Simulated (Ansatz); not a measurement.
**H2O, singlet: CASSCF and its corrections**

Calculated in Ansatz's Gaussian-basis code. Basis 6-31G, nonrelativistic, 1 orbital frozen in the corrections. State-specific CASSCF; RHF is the lowest restricted (open-shell) Hartree–Fock solution met. A minimal or small basis: far from the basis limit. Solutions may break the symmetry of the shape. No proof that the lowest CASSCF solution was found.

Geometry. A bond is stretched, to 2.98 times the sum of the covalent radii.

```xyz
3

O     0.0000    0.0000   -0.3590
H     0.0000    2.2625    1.4359
H     0.0000   -2.2625    1.4359
```

(1) What do CASSCF and its corrections give against RHF in CAS(8,6), and what are the occupations?

## Answers

(1) CASSCF -9.644 eV, SC-NEVPT2 -10.816 eV; occupations 2.00, 2.00, 1.12, 1.10, 0.90, 0.88.
